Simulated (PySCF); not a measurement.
**Relaxation of singlet HBO**

These are results of PBE0 in PySCF with B def2-TZVP, O def2-TZVP, H def2-TZVP; no relativity; density-fitted integrals, not measurements. A (50,194) grid was used.

A hand-made bent start, of Cs symmetry, held to at least that symmetry:

Coordinates in bohr (charge 0 multiplicity 1):
```
B     1.1281    0.0000   -0.8811
O    -0.9617    0.0000    0.5821
H     2.9393    0.0000    0.3871
```

Q: What forces act on the atoms at the start (eV/Å)?

A: 
| atom | Fx | Fy | Fz |
| --- | --- | --- | --- |
| B1 | -7.17 | 0.00 | 7.02 |
| O2 | 5.49 | 0.00 | -5.86 |
| H3 | 1.68 | 0.00 | -1.16 |

Q: What does it relax to?

A: It ends at C∞v with B–H 1.173 Å, B–O 1.198 Å; H–B–O 180.0°. A frequency run shows a minimum. Other isomers or separated fragments may lie lower.

Q: How much energy is released, and in how many steps?

A: 214.7 kJ/mol in 8 steps.
